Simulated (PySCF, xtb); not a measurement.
Bonds broken one at a time in the series B F-SiH3. Isolated molecules, 0 K electronic values unless said otherwise. Strings in code marks are SMILES.

Quantity: homolytic bond dissociation enthalpy at 298 K (no spin–orbit term), in kcal/mol. Enthalpy corrections at 298 K come from GFN2-xTB frequencies (xtb).

A: F–B bond of `FB(F)F`, giving `F[B]F` and `[F]`
B: F–B bond of `FB(F)[SiH3]`, giving `F[B][SiH3]` and `[F]`
C: B–Si bond of `FB(F)[SiH3]`, giving `F[B]F` and `[SiH3]`

Task: Rank these by homolytic bond dissociation enthalpy at 298 K (no spin–orbit term) (lowest first), as PBE-D3(BJ)/def2-TZVP (PySCF) gives it.

Result: C (84.7 kcal/mol), B (169.0 kcal/mol), A (169.8 kcal/mol)
